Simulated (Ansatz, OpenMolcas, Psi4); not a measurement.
**How methods differ on SiNH5 (SMILES [SiH3]N)**

The species is SiNH5 (7 atoms), meant as a singlet with charge 0. As SMILES, `[SiH3]N`. The coordinates come from a PBE0-D4/def2-TZVP relaxation.

Quantity: the HOMO–LUMO gap, in eV. The values are calculated.

```
                                             level                    kind     program  value (eV)  CPU time
                                   M06-L/def2-TZVP                meta-GGA  OpenMolcas        6.59      56 s
                                    TPSS/def2-TZVP                meta-GGA  OpenMolcas        5.87      52 s
                                   BHLYP/def2-TZVP           global hybrid  OpenMolcas        9.82      34 s
                                  M06-2X/def2-TZVP         hybrid meta-GGA        Psi4        9.84   1.7 min
                               CAM-B3LYP/def2-TZVP  range-separated hybrid        Psi4       10.05      63 s
                                 wB97M-V/def2-TZVP  range-separated hybrid      Ansatz       11.65      31 s
B2PLYP/def2-TZVP (density fitting for correlation)           double hybrid        Psi4       10.04      35 s
                                PBE-QIDH/def2-TZVP           double hybrid      Ansatz       11.60     6.1 s
```

The values span 5.87 to 11.65 eV. Orbital gaps aren't excitation energies, and those of double hybrids come from the SCF part alone; they tend to grow with the share of exact exchange. CPU times are rough (shared hosts, several kinds of processor): they show what a rung costs within a factor of a few.
